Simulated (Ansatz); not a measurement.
## Worked example: Al₂Si⁺, quartet against Al₂Si, triplet

Geometry (PBE0/def2-TZVP stationary point of a triplet), kept for both states (Al2Si, triplet: Σg⁻g; Al2Si⁺, quartet: Σu⁻u):

```xyz
3

Al    0.0000    0.0000    2.5272
Si    0.0000    0.0000    0.0000
Al    0.0000    0.0000   -2.5272
```

Basis cc-pVTZ; Ansatz 0.2.0. Correlated methods freeze the noble-gas cores. Prefix R: restricted or restricted open-shell reference; prefix U: unrestricted.

Full CI isn't at hand for all of this; UCCSDT(Q) serves as the reference, and is uncertain by about the last step of the cluster series.

| level | E(Al2Si, triplet) (hartree) | E(Al2Si⁺, quartet) (hartree) |
| --- | --- | --- |
| UMP2 | -772.898590 | -772.665560 |
| UCCSD(T) | -772.952216 | -772.713035 |
| PBE | -773.858842 | -773.623343 |
| wB97M-V | -774.224729 | -773.989902 |
| UCCSDT(Q) | -772.955364 | -772.716267 |

**Question.** Give the vertical gap, Al2Si⁺ quartet less Al2Si triplet, at each level in eV (1 hartree = 27.2114 eV), and each error against UCCSDT(Q).

**Answer.** UCCSDT(Q): (-772.716267 − (-772.955364)) × 27.2114 = 6.506 eV (the reference)
wB97M-V: (-773.989902 − (-774.224729)) × 27.2114 = 6.390 eV, error -0.116 eV
PBE: (-773.623343 − (-773.858842)) × 27.2114 = 6.408 eV, error -0.098 eV
UCCSD(T): (-772.713035 − (-772.952216)) × 27.2114 = 6.508 eV, error 0.002 eV
UMP2: (-772.665560 − (-772.898590)) × 27.2114 = 6.341 eV, error -0.165 eV

Total energies of functionals can't be set beside those of wave-function methods, since they hold the core's correlation and their own absolute errors; only the differences compare.

The reference still carries a basis error, for a change of charge of the order of 0.1 eV, so smaller errors of functionals can't be ranked.

Each level lands on the state that its own search finds. T1 diagnostics of restricted CCSD: 0.026 and 0.032.
